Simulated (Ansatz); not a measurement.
A nudged elastic band was laid between two geometries of AlH3O + CH3 (9 atoms, charge 0, multiplicity 2).

Computed with Ansatz 0.2.0, UHF/6-31G*.

```yaml
movable_images: 4
climbing_image: no
spring: 5.0 eV/Å²
optimiser: quadratic models (default)
start_path: through a guess of the saddle point
force_threshold: 0.05 eV/Å
iteration_limit: 60
end_points: relaxed
```

Initial state:

```xyz
9
Properties=species:S:1:pos:R:3
Al 0.156 -0.085 -0.998
H 0.448 -0.091 0.559
H 1.264 0.195 -2.082
O -1.416 -0.395 -1.555
H -2.158 -0.552 -0.992
C -0.137 0.020 4.628
H -0.301 -0.848 5.236
H 0.266 -0.085 3.639
H -0.364 0.994 5.014
```

Final state:

```xyz
9
Properties=species:S:1:pos:R:3
Al -0.150 -0.803 -0.797
H 0.775 0.406 2.607
H 1.064 0.219 -0.639
O -1.662 -0.113 -1.169
H -2.452 -0.619 -1.281
C 0.191 0.094 3.466
H -0.284 -0.859 3.262
H 0.845 -0.009 4.325
H -0.568 0.838 3.676
```

(1) Which bonds break or form, and what moves?

(2) Give the energies along the band, and the barrier.

(3) What is the geometry of the highest image?

Answers

(1) Bonds broken: Al1–H2. Bonds formed: H2–C6. AlH3O + CH3 becomes AlH2O + CH4.

(2) The forces met the threshold. The highest image is number 1 of 0 to 5, 0.7 kJ/mol above the first end and 74.4 kJ/mol above the last; the last end lies 73.7 kJ/mol below the first. A structure lower than the last end lies on the path between it and the top, so the climb from that side starts below the end, which may itself be a saddle point or a shallow side well. The top lies less than 8 meV above the higher end, about what the thresholds resolve: that end is a shoulder or a very shallow well. No image climbed, so the highest image needn't sit at the top of the path. A band with more images between the same ends climbed to 0.85 eV, so this one has probably stepped over the top.

```tsv
image	path coordinate (Å)	energy (kJ/mol)	Al1–H2 (Å)	H2–C6 (Å)
0	0.00	0.0	1.58	4.11
1	2.49	0.7	1.58	3.80
2	4.98	-5.1	1.58	3.73
3	7.47	-72.3	3.22	1.09
4	9.96	-75.4	3.99	1.08
5	12.45	-73.7	3.73	1.08
```

(3) 
```xyz
9
Properties=species:S:1:pos:R:3
Al -0.142 0.066 -0.714
H -0.533 0.482 0.761
H 1.259 0.375 -1.366
O -1.278 -0.754 -1.672
H -2.148 -0.983 -1.385
C 0.149 -0.008 4.464
H -0.806 -0.483 4.353
H 1.035 -0.603 4.576
H 0.223 1.062 4.433
```

The run took 3.1 min on 1 thread of Arm Neoverse V1, on a shared host, peak memory 0.1 GiB.
